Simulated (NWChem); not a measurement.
System: HCl cation, doublet; SMILES of the neutral closed-shell parent Cl

Computed with NWChem. Spin-unrestricted. The state is orbitally degenerate and is run as one real component. Structure relaxed at the B3LYP/6-31G* (spherical d), spin-unrestricted level. The spin multiplicity was typed, not searched, and may not be the lowest. No stability test was run on the SCF state. Level: M06-2X/def2-SVP with COSMO at NWChem's default radii, gas-phase geometry; rows give the dielectric constant. Reactions with the solvent are ignored.

```csv
dielectric constant,electrostatic solvation energy (kcal/mol)
1.5,-27.7
3.9,-62.0
20.7,[?]
25.0,-80.1
78.4,-82.4
```

Problem. Fill in the missing entries.

Solution. 
- 20.7, electrostatic solvation energy (kcal/mol): -79.4
